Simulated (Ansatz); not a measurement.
This script drives Ansatz 0.2.0, Python API.

Script `run_bend.py`:
```python
import ansatz as az
from ase import Atoms

atoms = Atoms(["N", "Si", "O", "H", "H", "H", "H"], positions=[
    (-0.9936, -0.5071, 0.6868),
    (0.1459, 0.3297, -0.3225),
    (1.4255, -0.6103, 0.0206),
    (-1.8529, 0.0493, 0.5406),
    (-0.2088, 0.2152, -1.769),
    (0.361, 1.7402, 0.1291),
    (1.1842, -1.285, 0.6688),
])

first = (
    az.Crystal.molecule_from_ase(atoms).calculation()
    .basis(gaussian="6-31G*")
    .functional("b3lyp", dispersion="d3bj")
    .spin("collinear", total=1)
    .relax(force_tolerance=0.02, max_steps=80)
)
atoms.positions = first.run(threads=1, pin="off").report["positions_ang"]

rows = []
for angle in [90, 100, 110, 120, 135, 150, 165, 179]:
    bent = atoms.copy()
    bent.set_angle(1, 2, 6, angle, indices=[6])
    calculation = (
        az.Crystal.molecule_from_ase(bent).calculation()
        .basis(gaussian="6-31G*")
        .functional("b3lyp", dispersion="d3bj")
        .spin("collinear", total=1)
    )
    rows.append((angle, calculation.run(threads=1, pin="off").report["free_energy_ev"]))
floor = min(e for _, e in rows)
for angle, e in rows:
    print(f"angle Si1-O2-H6 = {angle:3d} deg   {1000 * (e - floor):9.1f} meV")
```

It is started by `python run_bend.py`. How long does it take on 1 thread of Arm Neoverse V1 (shared host), and how much memory does it need?

It took about 76 s, with a peak of 0.22 GiB, for 9 runs of the engine.

```console
$ python run_bend.py
angle Si1-O2-H6 =  90 deg       308.1 meV
angle Si1-O2-H6 = 100 deg        98.1 meV
angle Si1-O2-H6 = 110 deg         4.8 meV
angle Si1-O2-H6 = 120 deg         0.0 meV
angle Si1-O2-H6 = 135 deg       103.9 meV
angle Si1-O2-H6 = 150 deg       268.6 meV
angle Si1-O2-H6 = 165 deg       418.2 meV
angle Si1-O2-H6 = 179 deg       491.7 meV
```

The scan is rigid, and the energies are electronic, in a modest basis. The zero is the lowest point of the grid, which needn't be the minimum. The species is open-shell (spin multiplicity 2). b3lyp holds the VWN-RPA fit, as in Gaussian; the form of ORCA and Turbomole is b3lyp5.
